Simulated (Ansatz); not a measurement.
The input, for Ansatz 0.2.0:

```yaml
crystal:
  periodic: [false, false, false]
  atoms:
    - {symbol: Al, position_ang: [0.000000, 0.000000, 1.130590]}
    - {symbol: Al, position_ang: [0.000000, 0.000000, -3.880410]}
    - {symbol: H, position_ang: [0.000000, 0.000000, 2.749820]}
basis:
  gaussian: {orbitals: "6-31++G**"}
magnetization: {spin_polarized: false, initial_magnetization: 1}
correlation: {method: fic_mrcisd_q, electrons: valence, active_space: {window: {electrons: 3, orbitals: 3}, states: [{multiplicity: 2, irrep: 12, weights: [1]}]}}
scf: {omitted_lower_state_checks: [cluster_reference]}
```

```sh
$ ansatz run in.yaml --threads 1 --pin off --events-out ev --progress --plain --max-ram 2393MiB
```

(1) One thing in this input was set wrong on purpose, beside settings that are merely unusual. What is the gravest fault, and what does the program do?

## Answers

(1) Irrep not in the group. How the run ends: stopped by an error.
```
these checks for a lower state are left out or cut short: cluster_reference
762 factors; integrals over basis functions are off by at most 2.0e-7 eV
mean field evaluation 1: about -13175.4489 eV, gradient 9.3e0 eV
mean field evaluation 2: about -13175.4581 eV, gradient 9.3e0 eV
mean field evaluation 4: about -13178.2519 eV, gradient 3.0e0 eV
mean field evaluation 8: about -13178.3703 eV, gradient 1.3e-1 eV
mean field evaluation 16: about -13177.5021 eV, gradient 4.2e0 eV
mean field evaluation 32: about -13178.3709 eV, gradient 1.2e-3 eV
mean field evaluation 64: about -13178.3140 eV, gradient 3.6e-1 eV
mean field evaluation 96: about -13178.2549 eV, gradient 1.0e-6 eV
mean field -13178.37090051 eV, -484.2961979733 hartree, gradient 1.7e-6 eV, S^2 0.750000; 10 other end points of the search recorded, 0 dependent functions left out
reference -13178.37090051 eV, -484.2961979733 hartree; 14, 13 occupied and 38, 39 virtual orbitals, 762 factors
Error: the irrep 12 is not accepted for these orbitals, which take A1, B1, B2, A2, or 1 to 4
```
